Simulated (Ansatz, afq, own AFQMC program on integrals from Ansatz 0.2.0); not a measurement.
## O$_{2}$⁺, quartet: AFQMC among the cluster methods

```yaml
atoms:
  - { symbol: O, position_ang: [0.0000, 0.0000, 0.0000] }
  - { symbol: O, position_ang: [0.0000, 0.0000, 4.6590] }
```

Basis 6-31G. Only valence electrons are correlated. Integrals, coupled cluster, full CI and functionals: Ansatz 0.2.0; the random walks run on the same integrals in our own AFQMC program. The CISD trial takes its coefficients from CCSD amplitudes. Released means that phaseless walkers are propagated on without the constraint, phases kept. Error bars are statistical, one sigma.

Determinant: ROHF, the one that the program's search chose, which needn't be the lowest solution. The geometry is a point of a scan.

Full CI is exact in this basis; its frozen core comes from its own orbitals, which moves totals by up to a few meV.

Cautions: lower spins were not checked; a spin-contaminated unrestricted determinant lies lower (UHF 2.33 eV lower, ⟨S²⟩ 4.76); strong correlation (T1 0.010, weight of the determinant 0.81, largest double 0.34); in a space of 11 electrons in 9 natural orbitals full CI finds another state of this spin 2.23 eV below the state of CCSD(T); the next higher spin lies close (within 5 meV by full CI); full CI with its own frozen core.

* T1 diagnostic: 0.0101
* weight of the determinant in the CISD state: 0.807
* size of the correlated space: 11 electrons in 16 orbitals

| level | correlation energy (eV) |
| --- | --- |
| MP2 | -2.4998 |
| CCSD | -3.3699 |
| CCSD(T) | -3.5170 |

Q: Estimate where phaseless AFQMC with a CISD trial lies against CCSD(T) on the same integrals.

A: 1.74 ± 0.16 mEh below CCSD(T).

Reference: full CI, correlation energy -5.853 eV. The cautions show a poor starting determinant, so the rows tell how each method copes with it here, and full CI is the sure value.

```tsv
level	E − E(reference) (mEh)	share of correlation (%)
CCSD(T)	85.85	60.09
ph-AFQMC/CISD	84.11 ± 0.16	60.90
```
